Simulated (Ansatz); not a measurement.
Input file for Ansatz (a first-principles code): R-MP2/cc-pVTZ on propyne (SMILES C#CC), atoms moved off the minimum.

Ansatz 0.2 input:
```yaml
crystal:
  periodic: [false, false, false]
  atoms:
    - {symbol: C, position_ang: [-1.21474201, -0.10105251, -0.18062104]}
    - {symbol: C, position_ang: [0.16802083, 0.03911219, 0.05761342]}
    - {symbol: C, position_ang: [1.39556942, 0.18388817, 0.16417661]}
    - {symbol: H, position_ang: [-1.38212991, -1.01910436, -0.70426592]}
    - {symbol: H, position_ang: [-1.69208208, 0.76264919, -0.64997894]}
    - {symbol: H, position_ang: [-1.68348336, -0.30318450, 0.81782403]}
    - {symbol: H, position_ang: [2.40941604, 0.24637145, 0.27421030]}
basis:
  gaussian:
    orbitals: cc-pVTZ
magnetization: {spin_polarized: false}
correlation: {method: mp2, electrons: outside_noble_gas}
scf: {lower_state_search: off}
output: {forces: true}
```

The log:

```
WARN ansatz: RAYON_NUM_THREADS=1 ignored (pool sized by the plan → 1); use --threads N
Functional definition: HF
these checks for a lower state are left out or cut short: starts, cluster_reference, orbital_swaps, neighbouring_geometries, increment
integrals: 0.13 GiB planned
819 factors; integrals over basis functions are off by at most 9.9e-4 eV
mean field: 0.26 GiB planned
mean field evaluation 1: about -3151.6830 eV, gradient 2.6e1 eV
mean field evaluation 2: about -3151.6866 eV, gradient 2.6e1 eV
mean field evaluation 4: about -3153.6568 eV, gradient 2.2e0 eV
mean field evaluation 8: about -3153.6764 eV, gradient 2.9e-4 eV
mean field -3153.67641009 eV, -115.8954704322 hartree, gradient 2.3e-6 eV, S^2 0.000000; 0 other end points of the search recorded, 0 dependent functions left out
3 core orbitals not correlated
reference -3153.67641009 eV, -115.8954704322 hartree; 8, 8 occupied and 135, 135 virtual orbitals, 819 factors
densities: 0.30 GiB planned
second order -13.25525607 eV of doubles, -0.00000000 eV of singles
the calculation of the forces begins
Total energy: -3166.93166616 eV, -116.3825921081 hartree
Atom 0 at    -1.214742    -0.101053    -0.180621 Å, force    -1.814934    -0.411427     1.669034 eV/Å
Atom 1 at     0.168021     0.039112     0.057613 Å, force     4.328082     0.868085    -0.005560 eV/Å
Atom 2 at     1.395569     0.183888     0.164177 Å, force    -4.131399    -0.486342    -0.327266 eV/Å
Atom 3 at    -1.382130    -1.019104    -0.704266 Å, force    -0.305986    -0.329844    -0.785009 eV/Å
Atom 4 at    -1.692082     0.762649    -0.649979 Å, force     0.140660    -0.278503     0.023895 eV/Å
Atom 5 at    -1.683483    -0.303185     0.817824 Å, force     0.002435     0.484050    -0.815938 eV/Å
Atom 6 at     2.409416     0.246371     0.274210 Å, force     1.781142     0.153980     0.240844 eV/Å
Dipole moment:    -0.159835    -0.037234    -0.027087 e Å
Checks for a lower state left out: starts, cluster_reference, orbital_swaps, neighbouring_geometries, increment
```

The run converged.

Cost: roughly 2.0 core-seconds.
